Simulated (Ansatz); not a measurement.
Ansatz (a quantum-chemistry and plane-wave program) input (CCSD(T)/aug-cc-pVDZ):

Ansatz 0.2 input:
```yaml
crystal:
  periodic: [false, false, false]
  atoms:
    - {symbol: C, position_ang: [-0.00000000, -0.00000000, -0.49689011]}
    - {symbol: N, position_ang: [0.00000000, 0.00000000, 0.64927938]}
    - {symbol: H, position_ang: [-0.00000000, -0.00000000, -1.56361504]}
basis:
  gaussian:
    orbitals: aug-cc-pVDZ
magnetization: {spin_polarized: false}
correlation: {method: ccsd_t, electrons: outside_noble_gas}
output: {forces: true}
```

End of the output:

```
integrals: 0.02 GiB planned
555 factors; integrals over basis functions are off by at most 1.0e-3 eV
mean field: 0.09 GiB planned
mean field evaluation 1: about -2525.6848 eV, gradient 2.8e1 eV
mean field evaluation 2: about -2525.6877 eV, gradient 2.8e1 eV
mean field evaluation 4: about -2527.5826 eV, gradient 2.6e0 eV
mean field evaluation 8: about -2527.6124 eV, gradient 1.3e-4 eV
mean field evaluation 16: about -2527.6097 eV, gradient 1.7e-1 eV
mean field -2527.61244163 eV, -92.8880439527 hartree, gradient 1.1e-6 eV, S^2 0.000000; 0 other end points of the search recorded, 0 dependent functions left out
2 core orbitals not correlated
reference -2527.61244163 eV, -92.8880439527 hartree; 5, 5 occupied and 48, 48 virtual orbitals, 555 factors
densities: 0.12 GiB planned
second order -7.96771199 eV of doubles, -0.00000000 eV of singles
coupled cluster: 0.10 GiB planned
cycle   1  -7.85330336 eV  change    1.1e-1 eV  update   7.6e-2
cycle   2  -8.12983722 eV  change   -2.8e-1 eV  update   2.4e-2
cycle   3  -8.19827439 eV  change   -6.8e-2 eV  update   1.2e-2
cycle   4  -8.19974700 eV  change   -1.5e-3 eV  update   3.1e-3
cycle   5  -8.20283203 eV  change   -3.1e-3 eV  update   1.2e-3
cycle   6  -8.20319169 eV  change   -3.6e-4 eV  update   2.6e-4
cycle   7  -8.20322424 eV  change   -3.3e-5 eV  update   6.9e-5
cycle   8  -8.20326859 eV  change   -4.4e-5 eV  update   1.8e-5
cycle   9  -8.20327444 eV  change   -5.9e-6 eV  update   5.6e-6
perturbative correction -0.35777010 eV, -0.0131478086 hartree
the calculation of the forces begins
Total energy: -2536.17348617 eV, -93.2026565368 hartree
Atom 0 at    -0.000000    -0.000000    -0.496890 Å, force    -0.000000    -0.000000    -3.066020 eV/Å
Atom 1 at     0.000000     0.000000     0.649279 Å, force     0.000000     0.000000     3.616393 eV/Å
Atom 2 at    -0.000000    -0.000000    -1.563615 Å, force     0.000000     0.000000    -0.550373 eV/Å
Dipole moment:     0.000000     0.000000    -0.624702 e Å
```
